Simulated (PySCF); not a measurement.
# State search for CCl⁺

Unrestricted PBE0; PySCF, no relativity, basis sets C aug-cc-pVDZ, Cl aug-cc-pV(D+d)Z. Outer shells of the fragments: C+ 2s2 2p1; Cl 3s2 3p5.

Followed along the bond (rough minima from three points):

| 2Ms+1 | unpaired | ⟨S²⟩ at the start | R at minimum (Å) | Te (eV) |
| --- | --- | --- | --- | --- |
| 1 | none | 0.00 | 1.55 | 0.00 |
| 3 | σ ↑, π ↑ | 2.03 | 1.56 | 2.83 |

Solutions found at the starting distance of 1.780 Å, counted from the lowest of them; the search is not exhaustive and high or unbound solutions are not listed, so other states can lie among these:

```csv
2Ms+1,unpaired,term,E (eV),⟨S²⟩,⟨Lz²⟩,μ (D)
1,none,¹Σ⁺,0.00,0.00,0.00,-1.44
3,"σ ↑, π ↑",³Π,2.68,2.03,1.01,-2.31
1,"σ ↑, π ↓",mixed,3.45,1.02,1.02,-1.95
3,π ↑↑,mixed,3.51,2.01,2.01,0.23
3,π ↑↑,mixed,3.86,2.01,2.01,0.08
1,π ↑↓,mixed,3.91,1.01,2.01,0.05
3,"σ ↑, π ↑↑↓",mixed,7.16,3.01,3.02,0.10
1,"σ ↑, π ↑↓↓",mixed,7.31,2.01,3.02,0.09
3,σ ↑↑,³Σ⁺,7.31,2.03,0.00,-2.98
3,"σ ↑, π ↑",³Π,7.77,2.01,1.02,-1.28
1,"σ ↑, π ↓",mixed,9.05,1.01,3.01,0.10
```

A term symbol is given only where ⟨S²⟩ and ⟨Lz²⟩ are close to those of a pure state; real π, δ and φ orbitals otherwise mix terms. A positive dipole points towards Cl; it is taken about the centre of mass and depends on that origin.

Counting both spins, an empty level lies below a filled one in some of these solutions, because spin and occupation are held.
